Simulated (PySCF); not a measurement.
## Gas-phase XPS of `CP(C)(C)=N`, computed

Compound: C3H10NP.
Z-matrix (Å and degrees, PBE0-D3(BJ)/def2-SVP geometry), rows numbered from 1:
```
C 
P   1  1.8095
C   2  1.8346  1  104.75
C   2  1.8354  1  104.39  3   107.10
N   2  1.5706  1  107.55  3  -126.59
H   1  1.0992  2  112.02  3   -51.48
H   1  1.0991  2  108.28  3  -172.82
H   1  1.0988  2  108.22  3    70.08
H   3  1.1005  2  109.03  1   177.17
H   3  1.1007  2  112.61  1    56.10
H   3  1.0998  2  108.23  1   -65.31
H   4  1.1008  2  112.82  1   -54.28
H   4  1.1002  2  108.19  1    67.26
H   4  1.1007  2  108.99  1  -175.53
H   5  1.0187  2  114.57  1   178.04
```

Method used: delta-SCF UKS SCAN, pcX-2 on the ionised atom, pcseg-1 elsewhere, spin-free X2C (PySCF). Each binding energy is the total energy of the core-ionised species, with the hole localised on one atom, minus that of the ground state; both are solved self-consistently, so orbital relaxation is included.

Q: List the computed XPS lines with their assignment.

A: 
```json
{"atom(s)": "P2", "environment": "phosphorus bonded to 3 C and N", "level": "P 2p3/2", "binding energy (eV)": "137.32", "2p1/2 (eV)": "138.21", "count": "1"}
{"atom(s)": "C1", "environment": "sp3 carbon bound to phosphorus", "level": "C 1s", "binding energy (eV)": "290.69", "2p1/2 (eV)": "–", "count": "1"}
{"atom(s)": "N5", "environment": "nitrogen bonded to P and H", "level": "N 1s", "binding energy (eV)": "402.32", "2p1/2 (eV)": "–", "count": "1"}
{"atom(s)": "P2", "environment": "phosphorus bonded to 3 C and N", "level": "P 1s", "binding energy (eV)": "2151.24", "2p1/2 (eV)": "–", "count": "1"}
```

Q: Which effective nuclear charge Zeff reproduces each element's mean 1s value in the hydrogen-like formula E = 13.606 eV × Zeff²?

A: C (Z = 6): mean 290.7 eV, Zeff = 4.62, Z − Zeff = 1.38; N (Z = 7): mean 402.3 eV, Zeff = 5.44, Z − Zeff = 1.56; P (Z = 15): mean 2151.2 eV, Zeff = 12.57, Z − Zeff = 2.43. Means run over the listed sites, weighted by atom count.

The list is incomplete; no value stands for C 1s of C3, C4. Spin–orbit coupling isn't in the SCF: each 2p doublet comes from a relaxed spin-free hole plus a matrix of the shell (mean-field spin–orbit coupling and the ground-state 2p splitting), with 2p3/2 averaged over its two sublevels. 2p1/2 minus 2p3/2 (ligand field included): P 0.89 eV. Geometry: PBE0-D3(BJ)/def2-SVP; no solvent, vibrations or thermal averaging.
